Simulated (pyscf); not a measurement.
Thermochemistry of product channels of HO–Ga(Cl)–Cl + H• on the doublet surface, in eV, from ωB97M-D3(BJ)/def2-TZVP energies (ideal gas, 1 atm, RRHO with modes under 100 cm⁻¹ raised to 100, one conformer, R ln 2 for chiral ones without a mode under 150 cm⁻¹). Structures and frequencies: ωB97X-D3(BJ)/def2-SVP in PySCF.

```tsv
products	ΔE	ΔH(298 K)	ΔG(298 K)	ΔG(1200 K)
•O–Ga(Cl)–Cl + H₂	+0.65	+0.62	+0.59	…
[HO–Ga–Cl]• + HCl	-0.27	-0.15	-0.28	…
```

Task: Some entries are withheld; supply them.

Result: 
- •O–Ga(Cl)–Cl + H₂, ΔG(1200 K): +0.51
- [HO–Ga–Cl]• + HCl, ΔG(1200 K): -0.54

These are energies of the channels, which say nothing of barriers. Elements up to Kr have no core potential and no relativistic terms here.
